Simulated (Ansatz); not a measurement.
# How far each method lies from full CI for N2, singlet

Geometry: a PBE0/def2-TZVP stationary point for this spin.

```xyz
2

N     0.0000    0.0000    0.0000
N     0.0000    0.0000    1.0895
```

Basis 6-31G; Ansatz 0.2.0. Only valence electrons are correlated (noble-gas cores frozen), which leaves 10 electrons in 16 orbitals. R marks a restricted (for open shells ROHF) determinant. Active spaces: valence = (10e, 8o) chosen from the atoms' valence shells.

Full CI is exact within this basis and frozen core; it isn't the basis-set limit.

```
UHF ⟨S²⟩                          : 0.000
T1 diagnostic (RCCSD)             : 0.0116
largest doubles amplitude (RCCSD) : 0.112
```

```json
{"level": "RMP2", "E − E(RHF) (eV)": "-6.3628"}
{"level": "RCCSD", "E − E(RHF) (eV)": "-6.0940"}
{"level": "RCCSD(T)", "E − E(RHF) (eV)": "-6.2941"}
```

Estimate how far full CI in 6-31G lies from RCCSD(T). The table doesn't fix it; the size of (T) and the diagnostics are the guide.

Full CI in 6-31G lies 49 meV below RCCSD(T), which is 24 % of the (T) step (-200 meV). The diagnostics are small and the rest is a small part of (T), but (T) is large here. The miss exceeds 1 kcal/mol.

The other levels:

| level | E − E(full CI) (meV) | share of correlation (%) | wall time |
| --- | --- | --- | --- |
| CISD | 662 | 89.56 | 0.21 s |
| BCCD(T) | 48 | 99.24 | 0.18 s |
| RCCSDT | 50 | 99.22 | – |
| CISDTQ | 40 | 99.38 | 1.8 s |
| RCCSDT(Q) | -2 | 100.03 | 0.45 s |
| RCCSDTQ | 5 | 99.92 | 4.1 s |
| CASSCF (valence space) | 2022 | 68.11 | – |
| NEVPT2 (valence space) | 486 | 92.34 | 0.75 s |
| NEVPT4(SD) (valence space) | 53 | 99.17 | 1.4 s |
| MRCISD (valence space) | 63 | 99.01 | – |
| MRCISD+Q (valence space) | 10 | 99.84 | 1.7 s |

The correlation energy at full CI, counted from RHF, is -6.343 eV. That run took 20 s on 1 thread of Intel Xeon 6975P-C, shared host over 2,388,528 determinants.

Times hold each run's SCF and search for its determinant on a shared host, so for small cases they say little of a method's own cost; they ran on 1 thread of Intel Xeon 6975P-C.

More than 5 meV below full CI, which no variational method can be: RMP2.

The full-CI state has the irrep Ag of D2h, in the program's axes (one component, if the state is degenerate).

Natural occupations of full CI about the gap: 1.987 1.974 1.971 1.927 1.927 0.074 0.074 0.021 0.013 0.010; effectively unpaired electrons, Σ n²(2−n)², 0.09.

Atomization energy (electronic, same basis, no zero-point term; atoms at the same level, unrestricted beside the R rows where the molecule is a closed shell, with restricted open-shell steps beyond CCSDT(Q)) at full CI: 690.4 kJ/mol. Errors of other levels:

```json
{"level": "RHF", "error (kJ/mol)": "-433.1"}
{"level": "RMP2", "error (kJ/mol)": "40.2"}
{"level": "CISD", "error (kJ/mol)": "-61.2"}
{"level": "RCCSD", "error (kJ/mol)": "-22.9"}
{"level": "RCCSD(T)", "error (kJ/mol)": "-4.5"}
{"level": "BCCD(T)", "error (kJ/mol)": "-4.1"}
{"level": "RCCSDT", "error (kJ/mol)": "-4.8"}
{"level": "CISDTQ", "error (kJ/mol)": "-3.4"}
{"level": "RCCSDT(Q)", "error (kJ/mol)": "0.1"}
{"level": "RCCSDTQ", "error (kJ/mol)": "-0.6"}
{"level": "CASSCF (valence space)", "error (kJ/mol)": "-0.8"}
{"level": "NEVPT2 (valence space)", "error (kJ/mol)": "16.9"}
{"level": "NEVPT4(SD) (valence space)", "error (kJ/mol)": "1.7"}
{"level": "MRCISD (valence space)", "error (kJ/mol)": "-3.2"}
{"level": "MRCISD+Q (valence space)", "error (kJ/mol)": "-1.2"}
```

This basis is far from its limit, so the value isn't to be set against a measured one. Truncated CI isn't size-consistent, which counts against it in atomization.
